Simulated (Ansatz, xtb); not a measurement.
CH3BSi+: 4 structures ranked

4 gas-phase structures of CH3BSi+, found in a search over its isomers (lower ones may exist). Each was relaxed with GFN2-xTB:

A. the doublet with the links of `B1[CH][SiH+]1`
B. the doublet with the links of `B[C]=[SiH+]`
C. a doublet given by its coordinates
D. a doublet given by its coordinates

D (Å):

```yaml
atoms:
  - { symbol: C, position_ang: [-0.0670, 1.6635, -1.3076] }
  - { symbol: B, position_ang: [0.4670, 0.6970, -0.4457] }
  - { symbol: Si, position_ang: [-0.1182, 3.4818, -1.0331] }
  - { symbol: H, position_ang: [0.8998, -0.0850, 0.2705] }
  - { symbol: H, position_ang: [-0.5136, 1.3703, -2.2611] }
  - { symbol: H, position_ang: [0.3147, 4.3701, 0.0461] }
```

Close contacts (Å): C1–B2 1.40, C1–Si3 1.84, C1–H5 1.09, B2–H4 1.15, Si3–H6 1.46.

C (Å):

```yaml
atoms:
  - { symbol: C, position_ang: [0.8137, 0.6960, -0.7617] }
  - { symbol: B, position_ang: [0.1714, 1.9399, -0.8060] }
  - { symbol: Si, position_ang: [-0.6706, 3.5705, -0.8634] }
  - { symbol: H, position_ang: [0.8220, 0.0321, 0.0940] }
  - { symbol: H, position_ang: [1.3736, 0.2582, -1.5790] }
  - { symbol: H, position_ang: [-1.3393, 4.8670, -0.9102] }
```

Close contacts (Å): C1–B2 1.40, B2–Si3 1.84, C1–H4 1.08, C1–H5 1.08, Si3–H6 1.46.

Task: Estimate their order in r2SCAN-D4/def2-SVP energy at these geometries, lowest first.

Result: Calculated order at r2SCAN-D4/def2-SVP: D (0.000), A (0.285), C (0.776), B (1.761) eV.

Energies above the lowest of each column, in eV:

```tsv
structure	GFN2-xTB	HF/STO-3G	r2SCAN-D4/def2-SVP
D	0.282	0.000	0.000
A	0.256	1.041	0.285
C	0.000	0.976	0.776
B	0.354	1.823	1.761
```

r2SCAN-D4/def2-SVP puts D lowest; GFN2-xTB picks C. Some further structures that were screened fall inside this span and aren't listed. Flexible structures stand in one conformer each, not always the lowest. Frequencies (PBE0-D3(BJ)/def2-SVP) were run for D alone. Open shells are spin-unrestricted, some with notable spin contamination.

Over these structures GFN2-xTB departs from r2SCAN-D4/def2-SVP by 0.609 eV on average once a common shift is removed. A GFN2-xTB relaxation took about 0.073 s and the r2SCAN-D4/def2-SVP energy about 2.6 s on a shared host (Ansatz 0.2.0, xtb 6.7.1).
